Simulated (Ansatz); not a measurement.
Dissociation curve of H2, singlet.

- RKS-PBE = restricted PBE/cc-pVTZ (Ansatz, an electronic-structure program)
- UKS-PBE = unrestricted PBE/cc-pVTZ in Ansatz
- RKS-B3LYP = restricted B3LYP/cc-pVTZ run with Ansatz
- FCI = Ansatz with full CI/cc-pVTZ, frozen core

Energies relative to the lowest point of each curve near equilibrium, in kJ/mol; the last columns give the error against full CI:

```csv
R / Å,RKS-PBE,UKS-PBE,RKS-B3LYP,FCI,RKS-PBE − FCI,UKS-PBE − FCI,RKS-B3LYP − FCI
0.60,53.7,53.7,49.6,49.4,4.3,4.3,0.2
0.63,32.0,32.0,28.8,28.6,3.4,3.4,0.2
0.68,9.8,9.8,7.9,7.8,1.9,1.9,0.1
0.70,4.8,4.8,3.5,3.5,1.3,1.3,0.1
0.74,0.2,0.2,0.0,0.0,0.2,0.2,0.0
0.75,0.0,0.0,0.1,0.1,-0.1,-0.1,0.0
0.78,1.3,1.3,2.2,2.2,-0.9,-0.9,0.0
0.80,3.6,3.6,5.0,5.1,-1.4,-1.4,0.0
0.81,5.2,5.2,6.8,6.8,-1.7,-1.7,0.0
0.86,15.9,15.9,18.9,18.8,-2.9,-2.9,0.1
0.92,34.2,34.2,38.7,38.3,-4.1,-4.1,0.4
1.01,68.5,68.5,75.2,74.0,-5.5,-5.5,1.2
1.14,125.2,125.2,134.9,131.4,-6.2,-6.2,3.5
1.24,170.3,170.3,182.2,175.8,-5.6,-5.6,6.4
1.33,210.1,210.1,224.0,214.1,-4.0,-4.0,9.9
1.51,284.7,284.7,302.5,282.2,2.5,2.5,20.3
1.67,343.6,342.5,364.7,331.3,12.3,11.2,33.4
1.84,397.9,382.5,422.4,371.3,26.6,11.2,51.1
2.02,446.6,407.1,474.7,401.6,45.1,5.5,73.1
2.25,497.0,423.4,529.5,425.9,71.1,-2.5,103.6
2.64,557.9,433.9,597.4,444.7,113.2,-10.8,152.7
2.98,592.3,436.7,637.4,450.4,142.0,-13.6,187.1
```

RKS-PBE is furthest from FCI at 2.98 (142.0 kJ/mol, above); its mean absolute error over the points is 20.7 kJ/mol.

UKS-PBE is furthest from FCI at 2.98 (-13.6 kJ/mol, below); its mean absolute error over the points is 4.6 kJ/mol.

RKS-B3LYP is furthest from FCI at 2.98 (187.1 kJ/mol, above); its mean absolute error over the points is 29.2 kJ/mol.

The restricted form behind RKS-PBE, RKS-B3LYP keeps the bonding electrons paired and can't separate into open-shell fragments. The unrestricted determinant behind UKS-PBE is spin-contaminated at 1.67 to 2.98 Å (<S²> up to 1.0, against 0.00 for a pure singlet).
